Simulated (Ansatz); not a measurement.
# Reading a saddle point

A first-order saddle point of CH₈AlN, singlet, PBE0-D4/def2-TZVP, with one imaginary mode of 1444i cm⁻¹:

```xyz
11
angstrom
Al -0.3448 -0.0945 -1.0397
N 1.1293 0.9406 -0.4020
H 0.0927 -1.4126 -1.8096
H -1.6065 0.7817 -1.4425
H 0.4454 0.2565 0.5328
C -0.5598 -0.6072 1.0519
H 1.0828 1.9481 -0.3392
H 2.0857 0.6517 -0.5526
H 0.0840 -1.3245 1.5661
H -1.3952 -1.2056 0.6515
H -1.0135 0.0659 1.7833
```

Computed with Ansatz 0.2.0 (basis: def2-TZVPP and def2-QZVPP); correlated methods freeze the cores. Extrapolation: Hartree–Fock as exp(−7.88 √X), correlation as X^−2.97.

Problem. Which contacts change along the imaginary mode, and what lies on either side? (Judge from chemistry; the calculation decides.)

Solution. Computed: The step is AlNH₄ ([NH2][AlH2]) + CH₄ → CH₅Al ([CH3][AlH2]) + NH₃ (still joined by a long Al–N bond), with the molecules in contact on both sides. Shortening one way: Al1–C6, N2–H5; lengthening the same way: Al1–N2, H5–C6.
| pair | one side (Å) | saddle (Å) | other side (Å) |
| --- | --- | --- | --- |
| Al1–C6 | 3.19 | 2.16 | 1.97 |
| N2–H5 | 2.97 | 1.35 | 1.01 |
| Al1–N2 | 1.77 | 1.91 | 2.07 |
| H5–C6 | 1.09 | 1.42 | 3.30 |

Problem. Which side is lower, and how far does the saddle lie above each? (To be estimated.)

Solution. By the calculation: The side with Al1–C6, N2–H5 short is lower by 1.33 kcal/mol; the saddle lies 33.76 kcal/mol above it and 32.43 kcal/mol above the other (CCSD(T) at an estimated basis limit (MP2 extrapolated from triple and quadruple zeta, plus CCSD(T) − MP2 in triple zeta); electronic energies).

The T1 diagnostic stays at or below 0.012. The start structure is not quite a true minimum (one mode of 58i cm⁻¹).

Labels in which every atom is bracketed show which atoms are joined, not bond orders.

For scale, one of the runs: CCSD(T)/def2-TZVPP, 216 basis functions, launched by `ansatz run in.yaml --threads 2 --pin off --events-out ev --progress --plain --max-ram 4352MiB`. Time: 67 s of wall clock on 2 CPU threads of an Arm Neoverse V1; the host was shared. Peak host memory: 3.1 GiB.
